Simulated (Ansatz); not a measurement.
We consider antiferromagnetic bcc Cr, described by r²SCAN+rVV10 (Ansatz, a first-principles code, plane waves, PAW).

Settings: plane-wave cutoff 500 eV, 26×26×26 k mesh, Fermi–Dirac smearing 0.1 eV, spin-polarised with opposed moments, scalar-relativistic PAW data made under PBE.

Cell (relaxed at this level):

```
Cr
1.0
    2.94350     0.00000     0.00000
    0.00000     2.94350     0.00000
    0.00000     0.00000     2.94350
Cr
2
Direct
  0.00000   0.00000   0.00000
  0.50000   0.50000   0.50000
```

### Question
Give the computed magnetic moment (largest site, within a sphere).

### Answer

magnetic moment (largest site, within a sphere): 2.42 μB

Note: the commensurate order stands in for chromium's spin-density wave, and the size of the moments varies much between levels; the collinear magnetic order is the start's and need not be the measured one.

Moments are spin moments.

The computed numbers hold no vibrational or temperature effects.

It cost roughly 6 core-minutes of CPU time.
